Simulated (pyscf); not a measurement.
Single points on ωB97X-D3(BJ)/def2-SVP structures (PySCF, gas phase). MP2 and CC: frozen core, UHF for open shells. ΔMP2 is the change of the MP2 total energy from the triple- to the quadruple-zeta basis.

SMILES: [CH3][Al]([NH2])[NH2]
```xyz
11

C      0.3022    -1.4850    -1.1582
Al    -0.2519     0.3871    -1.0429
N      0.9561     1.6950    -1.0920
N     -1.9720     0.8172    -0.8737
H     -0.4722    -2.1190    -1.6216
H      0.5021    -1.9027    -0.1559
H      1.2269    -1.6067    -1.7469
H      0.7688     2.6889    -1.0176
H      1.9540     1.5460    -1.1959
H     -2.3509     1.7540    -0.7880
H     -2.7285     0.1423    -0.8407
```
Charge 0, spin multiplicity 1.

**Question.** How much does it cost (ΔH, 298 K, CCSD(T)/def2-TZVPP + ΔMP2(QZVPP)) to split H₃C–Al(NH₂)–NH₂ at its Al–N bond into [H₃C–Al–NH₂]• + NH₂•?

**Answer.** Al–N to [H₃C–Al–NH₂]• + NH₂•: 107.9 kcal/mol. The radicals are drawn with the spin at the cut bond; how far it spreads was not checked. Other isomers of [H₃C–Al–NH₂]• were not searched in full and may lie lower. The CCSD(T) − MP2 part came from Ansatz, without density fitting, on the same reference.
